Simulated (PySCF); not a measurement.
C2H2F3P.
Cartesian coordinates in Å at the PBE0-D3(BJ)/def2-SVP level; atoms count from 1:
```
atom  x, y, z in Å
F1    -2.212   -0.850    0.299
C2    -1.116   -0.155    0.166
F3    -1.322    1.124    0.349
C4     0.083   -0.665   -0.129
F5     0.172   -1.992   -0.291
P6     1.643    0.265   -0.368
H7     1.706    0.869    0.925
H8     1.060    1.418   -0.972
```

Method used: PBE0-D3(BJ)/def2-SVP geometry optimisation, gas phase in PySCF 2.14.0.

Masses are those of the commonest isotopes; rigid-rotor values at the optimised geometry. The values belong to one conformer with, in the numbering `[F:1][C:2]([F:3])=[C:4]([F:5])[PH2:6]`, C2–C4–P6–H 60° and -35°.

Q: Give the principal moments of inertia and the rotational constants in cm⁻¹.

A: Ia = 117.20, Ib = 236.61, Ic = 349.48 u·Å²; 505379 MHz·u·Å²/I gives 4312, 2136 and 1446 MHz, that is A = 0.14384, B = 0.07125, C = 0.04824 cm⁻¹.

Q: Classify the top.

A: An asymmetric top. Ray's parameter κ = (2B − A − C)/(A − C) = -0.519; −1 is the prolate and +1 the oblate limit.

Q: What does the inertial defect say?

A: Not planar: Δ = Ic − Ia − Ib = -4.32 u·Å². For a rigid frame Δ = −2 Σ m c², so Σ m c² = 2.16 u·Å² lies off the ab plane: 2.15 from hydrogen and 0.01 from heavier atoms. The atom farthest from that plane is 1.19 Å away.

Q: Give the other two planar moments, Paa and Pbb, and the rms extents of the mass along the axes.

A: Paa = Σ m a² = (Ib + Ic − Ia)/2 = 234.45 and Pbb = Σ m b² = (Ia + Ic − Ib)/2 = 115.04 u·Å². With the mass M = 113.98 u, the rms extents √(P/M) along a, b and c are 1.43, 1.00, 0.14 Å.

Q: Predict some low-J microwave lines.

A: The dipole components are |μa| = 0.24 D, |μb| = 1.51 D, |μc| = 0.16 D. Intensities carry the squares of the components, which stand as 0.03 : 1.00 : 0.01 (a : b : c). Some lines, for components of 0.1 D or more:

```json
{"type": "b", "branch": "Q", "J(Ka,Kc)": "1(1,0) ← 1(0,1)", "MHz": "2866", "lower level (cm⁻¹)": "0.119"}
{"type": "b", "branch": "R", "J(Ka,Kc)": "4(2,2) ← 3(3,1)", "MHz": "3342", "lower level (cm⁻¹)": "1.476"}
{"type": "a", "branch": "Q", "J(Ka,Kc)": "3(1,2) ← 3(1,3)", "MHz": "4121", "lower level (cm⁻¹)": "0.729"}
{"type": "b", "branch": "R", "J(Ka,Kc)": "2(0,2) ← 1(1,1)", "MHz": "4848", "lower level (cm⁻¹)": "0.192"}
{"type": "b", "branch": "Q", "J(Ka,Kc)": "4(2,2) ← 4(1,3)", "MHz": "6252", "lower level (cm⁻¹)": "1.379"}
{"type": "b", "branch": "Q", "J(Ka,Kc)": "3(2,1) ← 3(1,2)", "MHz": "6256", "lower level (cm⁻¹)": "0.867"}
{"type": "c", "branch": "R", "J(Ka,Kc)": "1(1,0) ← 0(0,0)", "MHz": "6448", "lower level (cm⁻¹)": "0.000"}
{"type": "b", "branch": "Q", "J(Ka,Kc)": "2(2,0) ← 2(1,1)", "MHz": "6669", "lower level (cm⁻¹)": "0.477"}
{"type": "b", "branch": "R", "J(Ka,Kc)": "3(0,3) ← 2(1,2)", "MHz": "8596", "lower level (cm⁻¹)": "0.408"}
{"type": "a", "branch": "R", "J(Ka,Kc)": "3(1,3) ← 2(1,2)", "MHz": "9631", "lower level (cm⁻¹)": "0.408"}
{"type": "b", "branch": "Q", "J(Ka,Kc)": "3(2,2) ← 3(1,3)", "MHz": "9713", "lower level (cm⁻¹)": "0.729"}
{"type": "b", "branch": "R", "J(Ka,Kc)": "4(1,3) ← 3(2,2)", "MHz": "9777", "lower level (cm⁻¹)": "1.053"}
{"type": "a", "branch": "R", "J(Ka,Kc)": "3(2,2) ← 2(2,1)", "MHz": "10746", "lower level (cm⁻¹)": "0.695"}
{"type": "b", "branch": "Q", "J(Ka,Kc)": "4(2,3) ← 4(1,4)", "MHz": "11217", "lower level (cm⁻¹)": "1.153"}
{"type": "b", "branch": "R", "J(Ka,Kc)": "3(1,3) ← 2(0,2)", "MHz": "11257", "lower level (cm⁻¹)": "0.354"}
{"type": "b", "branch": "Q", "J(Ka,Kc)": "4(3,1) ← 4(2,2)", "MHz": "11343", "lower level (cm⁻¹)": "1.588"}
{"type": "c", "branch": "Q", "J(Ka,Kc)": "3(3,1) ← 3(2,1)", "MHz": "12022", "lower level (cm⁻¹)": "1.075"}
{"type": "a", "branch": "R", "J(Ka,Kc)": "4(2,3) ← 3(2,2)", "MHz": "14218", "lower level (cm⁻¹)": "1.053"}
{"type": "b", "branch": "R", "J(Ka,Kc)": "2(2,1) ← 1(1,0)", "MHz": "14383", "lower level (cm⁻¹)": "0.215"}
{"type": "a", "branch": "R", "J(Ka,Kc)": "4(3,2) ← 3(3,1)", "MHz": "14561", "lower level (cm⁻¹)": "1.476"}
{"type": "b", "branch": "R", "J(Ka,Kc)": "2(2,0) ← 1(1,1)", "MHz": "15212", "lower level (cm⁻¹)": "0.192"}
{"type": "a", "branch": "R", "J(Ka,Kc)": "4(2,2) ← 3(2,1)", "MHz": "15365", "lower level (cm⁻¹)": "1.075"}
{"type": "a", "branch": "R", "J(Ka,Kc)": "4(1,3) ← 3(1,2)", "MHz": "15369", "lower level (cm⁻¹)": "0.867"}
{"type": "c", "branch": "R", "J(Ka,Kc)": "3(3,0) ← 2(2,0)", "MHz": "23311", "lower level (cm⁻¹)": "0.700"}
{"type": "c", "branch": "R", "J(Ka,Kc)": "3(3,1) ← 2(2,1)", "MHz": "23432", "lower level (cm⁻¹)": "0.695"}
{"type": "b", "branch": "R", "J(Ka,Kc)": "4(2,2) ← 3(1,3)", "MHz": "25742", "lower level (cm⁻¹)": "0.729"}
{"type": "b", "branch": "R", "J(Ka,Kc)": "4(3,1) ← 3(2,2)", "MHz": "27371", "lower level (cm⁻¹)": "1.053"}
{"type": "b", "branch": "R", "J(Ka,Kc)": "4(4,1) ← 3(3,0)", "MHz": "31989", "lower level (cm⁻¹)": "1.477"}
```

No frequency check. No vibrational averaging or centrifugal distortion is included, and the geometry carries the error of its method.
